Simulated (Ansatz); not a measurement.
# CHSi (quartet): the correlation ladder at scale of all distances = 1.311, 6-31G

How much of the correlation energy of CHSi (quartet) does each wave-function method recover here?

The runs use Ansatz 0.2.0, Gaussian basis; 6-31G, core rule «outside noble gas», up to 6 orbitals frozen.

To be run: UHF; CCSD(T) on ROHF; CCSD(T) on UHF; BCCD(T) on ROHF; CISD; CCSDT(Q) on ROHF; CCSDT(Q) on UHF; CCSDTQ on ROHF; CASSCF and MRCISD+Q, 5 electrons in 5 orbitals; CASSCF and NEVPT2, 5 electrons in 5 orbitals; CASSCF and MRCISD+Q, 9 electrons in 9 orbitals; CASSCF and MRCISD+Q(relaxed), 9 electrons in 9 orbitals; CASSCF and NEVPT2, 9 electrons in 9 orbitals; Full CI.

18 further runs of the same task are left out: 15 that didn't finish, 3 set aside as unsound or not needed.

## Step 1: What is computed

The geometry derives from a PBE0/def2-TZVP stationary point (not a proven minimum). All distances are scaled together.

3 atoms, charge 0, spin multiplicity 4.

Atoms are counted from 1 here; the program's logs count them from 0.

No contacts short enough for the rule that draws bonds.

## Step 2: UHF

The input, in.yaml:

```yaml
crystal:
  periodic: [false, false, false]
  atoms:
    - {symbol: Si, position_ang: [0.000000, -0.109116, 0.691201]}
    - {symbol: C, position_ang: [0.000000, 0.099927, -1.711842]}
    - {symbol: H, position_ang: [0.000000, 1.849686, 1.138651]}
basis:
  gaussian: {orbitals: 6-31G}
magnetization: {spin_polarized: true, initial_magnetization: 3}
hamiltonian: {xc: hf}
output: {orbitals: {seedname: orbitals}}
```

On the command line:

```bash
ansatz run in.yaml --threads 1 --pin off --events-out ev --progress --plain --max-ram 2393MiB
```

After this run come: CCSD(T) on ROHF; CCSD(T) on UHF; BCCD(T) on ROHF; CISD; CCSDT(Q) on ROHF; CCSDT(Q) on UHF; CCSDTQ on ROHF; CASSCF and MRCISD+Q, 5 electrons in 5 orbitals; CASSCF and NEVPT2, 5 electrons in 5 orbitals; CASSCF and MRCISD+Q, 9 electrons in 9 orbitals; CASSCF and MRCISD+Q(relaxed), 9 electrons in 9 orbitals; CASSCF and NEVPT2, 9 electrons in 9 orbitals; Full CI.

**Question.** What will the summary of the whole plan be? Wanted: FCI below the RHF energy; RMP2 from FCI; UMP2 from FCI; RCCSD from FCI; RCCSD(T) from FCI; UCCSD(T) from FCI; RCCSDT(Q) from FCI; UCCSDT(Q) from FCI; NEVPT2 pair from FCI.

As calculated:

| quantity | value |
| --- | --- |
| FCI below the RHF energy | -3.4485 eV |
| RMP2 from FCI | +27.83 kcal/mol |
| UMP2 from FCI | +29.36 kcal/mol |
| RCCSD from FCI | +4.36 kcal/mol |
| RCCSD(T) from FCI | +1.80 kcal/mol |
| UCCSD(T) from FCI | +1.76 kcal/mol |
| RCCSDT(Q) from FCI | +0.04 kcal/mol |
| UCCSDT(Q) from FCI | -0.08 kcal/mol |
| NEVPT2 pair from FCI | +22.87 kcal/mol |
| MRCISD+Q pair from FCI | +1.10 kcal/mol |
| NEVPT2 valence from FCI | +7.42 kcal/mol |
| levels within 1 kcal/mol (43 meV) | RCCSDT, UCCSDT, RCCSDT(Q), UCCSDT(Q), RCCSDTQ, MRCISD+Q valence, MRCISD+Q(relaxed) valence |
| T1 diagnostic | 0.064 |
| effectively unpaired electrons | 3.15 |

What this shows: RCCSD(T) lands +1.80 kcal/mol from the yardstick (2.3 % of the correlation energy). UCCSDT(Q), MRCISD+Q(relaxed) valence fall below full CI: unrestricted runs freeze a spin-polarised core, another one than full CI's, and coupled cluster isn't variational. The occupations are near whole numbers, but T1 = 0.064 shows that the orbitals relax strongly. Of the multireference levels listed MRCISD+Q(relaxed) valence comes nearest in total energy (-0.09 kcal/mol), which doesn't show that its space is the better one. These misses are within one basis, not against nature; the frozen cores of restricted and unrestricted runs differ, which can shift their rows.
